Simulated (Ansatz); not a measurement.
# LiF: a ladder of functionals and wavefunction methods

Aim: compute LiF with functionals from several rungs and with coupled cluster, and see how far each lands from CCSD(T) at the basis-set limit for the atomisation energy.

Computed with Ansatz 0.2.0, Gaussian basis. Level: functionals in def2-TZVPP, the program's frozen cores in correlated methods.

The runs, in order: LDA (SPW92), PBE-D4, revPBE-D4, BLYP-D4, r2SCAN-D4, B97M-V, PBE0-D4, B3LYP-D4, r2SCANh-D4, r2SCAN0-D4, HSE06-D4, BHLYP-D4, CAM-B3LYP-D4, LC-ωPBE, ωB97X-V, ωB97M-V, B2PLYP, PBE-QIDH; CCSD(T)/def2-SVP; CCSD(T)/def2-TZVPP; CCSD(T)/def2-QZVPP; extrapolation to the limit; RPA on PBE.

## 1. The geometry

All runs share one geometry, relaxed beforehand with PBE0-D4 in a triple-zeta def2 set.

SMILES `[Li-6][F]`, 2 atoms, charge 0, spin multiplicity 1.

Atoms are counted from 1 here; the program's logs count them from 0.

Bond lengths: Li1–F2 1.559 Å.

Coordinates:

```
Li    0.0000    0.0000   -1.1714
F     0.0000    0.0000    0.3881
```

## 2. LDA

This LDA is Slater exchange with PW92 correlation.

Input file in.yaml:

```yaml
crystal:
  periodic: [false, false, false]
  atoms:
    - {symbol: Li, position_ang: [0.000000, -0.000000, -1.171374]}
    - {symbol: F, position_ang: [-0.000000, 0.000000, 0.388064]}
basis:
  gaussian: {orbitals: def2-TZVPP}
hamiltonian: {xc: lda}
output: {orbitals: {seedname: orbitals}}
```

On the command line:

```console
$ ansatz run in.yaml --threads 2 --pin off --events-out ev --progress --plain --max-ram 20480MiB --backend cpu
```

After this run come: PBE-D4 (GGA); revPBE-D4 (GGA); BLYP-D4 (GGA); r2SCAN-D4 (meta-GGA); B97M-V (meta-GGA); PBE0-D4 (hybrid); B3LYP-D4 (hybrid); r2SCANh-D4 (hybrid); r2SCAN0-D4 (hybrid); HSE06-D4 (hybrid); BHLYP-D4 (hybrid); CAM-B3LYP-D4 (range-separated); LC-ωPBE (range-separated); ωB97X-V (range-separated); ωB97M-V (range-separated); B2PLYP (double hybrid); PBE-QIDH (double hybrid); CCSD(T) in def2-SVP; CCSD(T) in def2-TZVPP; CCSD(T) in def2-QZVPP; RPA on PBE orbitals.

Q: Predict the results of all the runs planned. Wanted: atomisation energy, CCSD(T)/CBS; farthest beyond LDA; mean size of error, GGA; mean size of error, meta-GGA; mean size of error, hybrid; mean size of error, range-separated; mean size of error, double hybrid; gap, smallest and largest; T1 diagnostic.

As calculated:

```
                               quantity                                    value
        atomisation energy, CCSD(T)/CBS                           138.6 kcal/mol
functionals within 0.7 kcal/mol (0.5 %)                                  BLYP-D4
                    farthest beyond LDA                BHLYP-D4 (-12.5 kcal/mol)
                mean size of error, GGA                             2.8 kcal/mol
           mean size of error, meta-GGA                             5.5 kcal/mol
             mean size of error, hybrid                             8.8 kcal/mol
    mean size of error, range-separated                             3.3 kcal/mol
      mean size of error, double hybrid                             6.6 kcal/mol
              gap, smallest and largest  4.27 eV (revPBE-D4), 10.81 eV (LC-ωPBE)
                          T1 diagnostic                                   0.0133
triples share of the correlation energy                                    2.2 %
```

What this shows: LDA overbinds by 15.2 kcal/mol (11 %). PBE-D4 is off by -1.8 kcal/mol. Double hybrids carry the basis error of their MP2 part in triple zeta, and no dispersion term here, so their miss is partly the set-up's. By mean error the best rung here is GGA (2.8 kcal/mol) and the worst beyond LDA is hybrid (8.8 kcal/mol). The gap between the best rungs is small, so their order is not settled. The mean of the hybrids holds BHLYP, with half exact exchange. RPA and LDA stand outside this count. The reference freezes the cores and leaves out relativity and excitations past (T), so misses under about 0.7 kcal/mol can't be ranked. Hartree-Fock recovers 64 % of the binding; the rest is correlation. CCSD(T) in def2-SVP is off by -16.8 kcal/mol, which most functionals beat. Orbital gaps span 4.3 to 10.8 eV; exact exchange widens them. Correlated methods include outer-core shells of Li, which these sets cover unevenly.
